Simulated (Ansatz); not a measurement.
# Mg2 (triplet): from Hartree-Fock to the top rungs at distance Mg1–Mg2 = 2.766 Å, aug-cc-pVTZ

How much of the correlation energy of Mg2 (triplet) does each wave-function method recover here?

Computed with Ansatz 0.2.0, Gaussian basis. Level: aug-cc-pVTZ, core rule «outside noble gas», up to 10 orbitals frozen.

To be run: UHF; CCSD(T) on ROHF; CCSD(T) on UHF; BCCD(T) on ROHF; CCSDT(Q) on ROHF; CCSDT(Q) on UHF; CASSCF and NEVPT2, 4 electrons in 8 orbitals; Full CI.

25 further runs of the same task are left out: 5 for a known fault of the program, 16 that didn't finish, 4 set aside as unsound or not needed.

### 1 The geometry

The geometry derives from a PBE0/def2-TZVP stationary point (not a proven minimum). One bond is set to the value named and the two fragments are kept rigid.

2 atoms, charge 0, spin multiplicity 3.

Atoms are counted from 1 here; the program's logs count them from 0.

Bond lengths: Mg1–Mg2 2.766 Å.

### 2 UHF

in.yaml

```yaml
crystal:
  periodic: [false, false, false]
  atoms:
    - {symbol: Mg, position_ang: [0.000000, 0.000000, 0.000000]}
    - {symbol: Mg, position_ang: [0.000000, 0.000000, 2.765800]}
basis:
  gaussian: {orbitals: aug-cc-pVTZ}
magnetization: {spin_polarized: true, initial_magnetization: 2}
hamiltonian: {xc: hf}
output: {orbitals: {seedname: orbitals}}
```

On the command line:

```bash
ansatz run in.yaml --threads 1 --pin off --events-out ev --progress --plain --max-ram 2393MiB
```

The runs that follow: CCSD(T) on ROHF; CCSD(T) on UHF; BCCD(T) on ROHF; CCSDT(Q) on ROHF; CCSDT(Q) on UHF; CASSCF and NEVPT2, 4 electrons in 8 orbitals; Full CI.

Before running them: what should the planned runs give, taken together? Wanted: FCI below the RHF energy; RMP2 from FCI; UMP2 from FCI; RCCSD from FCI; RCCSD(T) from FCI; UCCSD(T) from FCI; RCCSDT(Q) from FCI; UCCSDT(Q) from FCI; NEVPT2 valence from FCI.

As calculated:

| quantity | value |
| --- | --- |
| FCI below the RHF energy | -1.6145 eV |
| RMP2 from FCI | +484.5 meV |
| UMP2 from FCI | +600.2 meV |
| RCCSD from FCI | +138.0 meV |
| RCCSD(T) from FCI | +36.8 meV |
| UCCSD(T) from FCI | +42.1 meV |
| RCCSDT(Q) from FCI | +1.1 meV |
| UCCSDT(Q) from FCI | +0.6 meV |
| NEVPT2 valence from FCI | +196.0 meV |
| levels within 1 kcal/mol (43 meV) | RCCSD(T), UCCSD(T), BCCD(T), RCCSDT, UCCSDT, RCCSDT(Q), UCCSDT(Q) |
| T1 diagnostic | 0.041 |
| effectively unpaired electrons | 2.10 |

**Reading.** RCCSD(T) lands +36.8 meV from the yardstick (2.3 % of the correlation energy). The occupations are near whole numbers, but T1 = 0.041 shows that the orbitals relax strongly. Coupled cluster took another determinant than the lowest Hartree-Fock one. These misses are within one basis, not against nature; the frozen cores of restricted and unrestricted runs differ, which can shift their rows.
